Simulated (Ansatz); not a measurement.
Results of r²SCAN in Ansatz (plane waves, PAW) for 2H MoTe2.

Run with plane-wave cutoff 600 eV, 12×12×4 k mesh (along the axes of the cell as run), no spin polarisation, scalar-relativistic PAW data made under PBE.

Cell (measured lattice):

```
MoTe2
1.0
    3.51800     0.00000     0.00000
   -1.75900     3.04668     0.00000
    0.00000     0.00000    13.97400
Te Mo
4 2
Direct
  0.66667   0.33333   0.12136
  0.33333   0.66667   0.62136
  0.33333   0.66667   0.87864
  0.66667   0.33333   0.37864
  0.66667   0.33333   0.75000
  0.33333   0.66667   0.25000
```

Problem. What does this level give for the elastic constant C13, elastic constant C44, elastic constant C11, elastic constant C12, Young modulus, elastic constant C33 and elastic constant C66?

Solution. 
- elastic constant C13 = 18.3 GPa
- elastic constant C44 = 22.8 GPa
- elastic constant C11 = 139 GPa
- elastic constant C12 = 37.4 GPa
- Young modulus = 83.4 GPa
- elastic constant C33 = 60.8 GPa
- elastic constant C66 = 51.0 GPa

Note: the cell isn't this level's own, so it is under some stress, which shifts stiffness and frequencies.

Elastic constants are with the ions relaxed.

Spin–orbit coupling is not included.

Ansatz is a quantum-chemistry and plane-wave program.
